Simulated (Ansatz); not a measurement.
Relaxation of F2H2Si (5 atoms, charge 0, multiplicity 1), to a largest force component of 0.03 eV/Å in at most 50 steps.

The calculation used Ansatz, RKS CAM-B3LYP/def2-SVP.

```xyz
5
Properties=species:S:1:pos:R:3
Si 0.153 -0.024 0.177
H 0.371 0.039 1.606
F 1.717 0.004 -0.100
F -0.551 1.285 -0.427
H -0.508 -1.198 -0.420
```

Where does it end, and by what steps?

It converged. After 4 steps the energy has fallen by 0.261 eV; H2 moved furthest, 0.20 Å.

```csv
step,energy less start (eV),largest force component (eV/Å),accepted
0,0.0000,1.250,yes
1,-0.2379,0.231,yes
2,-0.2571,0.323,yes
3,-0.2606,0.030,yes
4,-0.2607,0.005,yes
```

```xyz
5
Properties=species:S:1:pos:R:3
Si 0.210 -0.022 0.202
H 0.185 0.041 1.676
F 1.742 -0.001 -0.287
F -0.503 1.297 -0.381
H -0.452 -1.209 -0.373
```

Whether the end is a true minimum wasn't checked by a vibrational analysis.

Run time: 7.9 s on 1 thread of Arm Neoverse V1, with other jobs on the host, peak memory 0.11 GiB.
